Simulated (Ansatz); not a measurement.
Compare A (`CC1CCCS1`) with its isomer B (`C1CCSCC1`).

Isolated molecules relaxed with PBE0-D4/def2-TZVP in Ansatz; ΔE leaves out vibrations. CCSD(T)/CBS is the MP2 limit (def2-TZVPP, def2-QZVPP) plus CCSD(T) − MP2 in def2-TZVPP, frozen cores. Functionals use def2-TZVPP. B3LYP here is the variant with VWN-RPA as its local correlation; programs differ in this.

(1) Which isomer does CCSD(T)/CBS put lower? Give the gap. (An estimate is asked.)

(2) Give E(B) − E(A) in kJ/mol with CCSD(T)/def2-SVP, MP2/def2-TZVPP, HF/def2-TZVPP, B3LYP-D4, LDA (SPW92), PBE0-D4, CCSD/def2-TZVPP. (Estimate.)

(3) Does the order hold for the free energy at 298.15 K (harmonic terms from PBE0-D4)? (Best estimate.)

Largest T1 diagnostic: 0.010.

## Answers

(1) Computed: B, by 0.8 kJ/mol. So small a gap doesn't settle the order.

(2) The calculation gave: CCSD(T)/def2-SVP -2.5, MP2/def2-TZVPP 1.6, HF/def2-TZVPP -2.8, B3LYP-D4 -3.2, LDA (SPW92) -5.0, PBE0-D4 -2.5, CCSD/def2-TZVPP -1.4. The order is the other way round with MP2/def2-TZVPP.

(3) The calculation gave: No: G(B) − G(A) = +4.0 kJ/mol.

From BLYP to BHLYP (50 % exact exchange), in def2-TZVPP and without D4, E(B) − E(A) moves by −3.3 kJ/mol. Leaving LDA and LC-ωPBE aside and taking each functional with its dispersion term where it has one, the values, not all of them listed here, spread over 3.9 kJ/mol, from BHLYP-D4 to B2PLYP. LDA lies −4.6 kJ/mol from PBE without D4.
